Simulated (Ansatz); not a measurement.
Ideal-gas functions of AlFH2, SMILES `[F][AlH2]` at 600 K and 1 bar, from an Ansatz frequency run at PBE0-D4/def2-TZVP.

Molar mass 48.0 g/mol, point group C2v (symmetry number 2), electronic degeneracy 1, moments of inertia 3.976, 34.109, 38.085 u Å². Harmonic wavenumbers (cm⁻¹, unscaled): 550, 624, 765, 846, 1964, 1976.

Use S(trans) = R[1.5 ln M + 2.5 ln T − 1.1517]; rotational temperatures θ = 24.2544 K / I; S(rot) = R[ln(√π/σ · √(T³/θAθBθC)) + 1.5]; for each mode x = 1.438777 ν̃/T, S = R[x/(eˣ − 1) − ln(1 − e⁻ˣ)] and H = RT x/(eˣ − 1); 1 cm⁻¹ = 0.0119627 kJ/mol; R = 8.31446 J/(mol·K).

**Question.** By hand: the entropy, in J/(mol·K).

**Answer.** Translation 171.7. Rotation: θ = 6.1002, 0.7111, 0.6368 K, giving 87.0. Vibration, mode by mode: 6.59, 5.70, 4.35, 3.73, 0.43, 0.42, in all 21.2. Electronic 0.0. Sum 279.9 J/(mol·K).

**Question.** By hand: H − E and G − E in kJ/mol, counted from the electronic energy.

**Answer.** Zero-point energy ½ × 6725 × 0.0119627 = 40.2; thermal vibration 8.3; translation, rotation and pV give 4 RT = 20.0. H − E = 68.5 kJ/mol, and G − E = 68.5 − 600 × 279.9/1000 = -99.4 kJ/mol.

Vibration gives 8 % of the entropy.
